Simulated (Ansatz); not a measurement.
Mulliken charges of `C1=NC1` from r2SCAN/def2-TZVPP in Ansatz (PBE0-D4/def2-TZVP geometry).

| atom | x (Å) | y (Å) | z (Å) | charge (e) |
| --- | --- | --- | --- | --- |
| C1 | -0.549 | -0.541 | -0.302 | 0.006 |
| N2 | 0.387 | -1.060 | 0.334 | -0.213 |
| C3 | 0.374 | 0.459 | 0.175 | -0.037 |
| H4 | -1.445 | -0.841 | -0.831 | 0.130 |
| H5 | 1.123 | 0.882 | -0.489 | 0.057 |
| H6 | 0.152 | 1.036 | 1.068 | 0.057 |

Q: By hand: the dipole of these point charges (1 e Å = 4.8032 D).

A: Σ q r = (-0.215, 0.206, -0.154) e Å, of length 0.335 e Å = 1.61 D.

Q: How does the dipole of the full density compare? (Estimate.)

A: The calculation gave: (-0.296, 0.254, -0.210) e Å, 2.13 D; the point charges give 0.76 times that, at 3° from its direction.

Point charges leave out the atoms' own dipoles, such as those of lone pairs, and Mulliken's split depends on the basis, so the two needn't agree.
